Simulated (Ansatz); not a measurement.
in.yaml

```yaml
crystal:
  periodic: [false, false, false]
  atoms:
    - {symbol: Si, position_ang: [0.000000, 0.000000, 0.000000]}
    - {symbol: H, position_ang: [1.262379, 1.266649, 1.263825]}
    - {symbol: H, position_ang: [-1.267838, -1.260276, 1.264732]}
    - {symbol: H, position_ang: [-1.260727, 1.261914, -1.270195]}
    - {symbol: H, position_ang: [1.266186, -1.268287, -1.258362]}
basis:
  gaussian: {orbitals: cc-pVDZ}
correlation: {method: fic_mrcisd_q, electrons: outside_noble_gas, active_space: {window: {electrons: 2, orbitals: 2}}}
```

```sh
$ ansatz run in.yaml --threads 1 --pin off --events-out ev --progress --plain --max-ram 2393MiB
```

Log:

```
353 factors; integrals over basis functions are off by at most 1.4e-3 eV
mean field evaluation 1: about -7916.1208 eV, gradient 8.9e0 eV
mean field evaluation 2: about -7916.1215 eV, gradient 8.9e0 eV
mean field evaluation 4: about -7916.6216 eV, gradient 1.0e0 eV
mean field evaluation 8: about -7916.6299 eV, gradient 1.1e-4 eV
mean field -7916.62986868 eV, -290.9307815897 hartree, gradient 1.6e-6 eV, S^2 0.000000; 0 other end points of the search recorded, 0 dependent functions left out; unrestricted orbitals would lower it
reference -7916.62986868 eV, -290.9307815897 hartree; 9, 9 occupied and 29, 29 virtual orbitals, 353 factors
state -7917.54702023 eV, -290.9644862874 hartree
contracted CI cycle   1: correlation 0.00000000 eV, 0.0000000000 hartree, residual 1.24e1 eV
contracted CI cycle   2: correlation -3.64263932 eV, -0.1338645260 hartree, residual 2.95e0 eV
contracted CI cycle   3: correlation -3.92820790 eV, -0.1443589778 hartree, residual 1.09e0 eV
contracted CI cycle   4: correlation -3.95826711 eV, -0.1454636331 hartree, residual 3.15e-1 eV
contracted CI cycle   5: correlation -3.96079233 eV, -0.1455564333 hartree, residual 1.05e-1 eV
contracted CI cycle   6: correlation -3.96115072 eV, -0.1455696040 hartree, residual 5.60e-2 eV
contracted CI cycle   7: correlation -3.96123594 eV, -0.1455727359 hartree, residual 2.51e-2 eV
contracted CI cycle   8: correlation -3.96125311 eV, -0.1455733666 hartree, residual 1.02e-2 eV
contracted CI cycle   9: correlation -3.96125561 eV, -0.1455734585 hartree, residual 4.16e-3 eV
contracted CI cycle  10: correlation -3.96125605 eV, -0.1455734749 hartree, residual 1.45e-3 eV
contracted CI cycle  11: correlation -3.96125611 eV, -0.1455734771 hartree, residual 4.75e-4 eV
state -7917.54702023 eV, -290.9644862874 hartree; corrected -7922.13077704 eV, -291.1329362433 hartree
Total energy: -7922.13077704 eV, -291.1329362433 hartree
```

Natural occupations: 1.8768 0.1232.

Ran on 1 thread of Intel Xeon Platinum 8488C, shared host: 0.66 s wall, 0.1 GiB peak host memory.
